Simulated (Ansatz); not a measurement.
CdCl2 (R-3m, No. 166), treated with PBEsol (Ansatz, a program for electronic structure, PAW).

Settings: plane-wave cutoff 520 eV, 10×10×10 k mesh, Fermi–Dirac smearing 0.01 eV, scalar-relativistic PAW data made under PBE.

Cell (measured lattice):

CdCl$_{2}$ is taken in the trigonal space group R-3m, hexagonal axes (No. 166), Pearson symbol hR3. Lattice parameters: a = 3.8500 Å, b = 3.8500 Å, c = 17.4600 Å, α = 90.00°, β = 90.00°, γ = 120.00°. Cd on 3a has 6 Cl at 2.657 Å (octahedral). Cl on 6c sees 3 Cd at 2.657 Å (trigonal pyramidal). (Neighbours: up to the widest gap in distance over summed covalent radii, below 1.35, at either atom; cation-cation and far metal-metal contacts left out.)
(The calculation used a cell of 3 atoms; values per cell refer to that cell.)

Problem. Estimate the band gap and smallest direct gap on the k points sampled that the calculation returns.

Solution. 
- band gap = 3.27 eV
- smallest direct gap on the k points sampled = 3.48 eV

Measured, for comparison: band gap 5.7 eV (temperature not stated, not corrected to a static lattice, compiled measured gap; kind and temperature not stated; as tabulated in Kothakonda et al. (2022), arXiv:2208.02841).

Note: cell and atoms aren't relaxed at this level (pressure -1.4 GPa).

Spin–orbit coupling is not included.

Computed values are for the static lattice.

Cost on a shared machine: roughly 30 core-seconds.
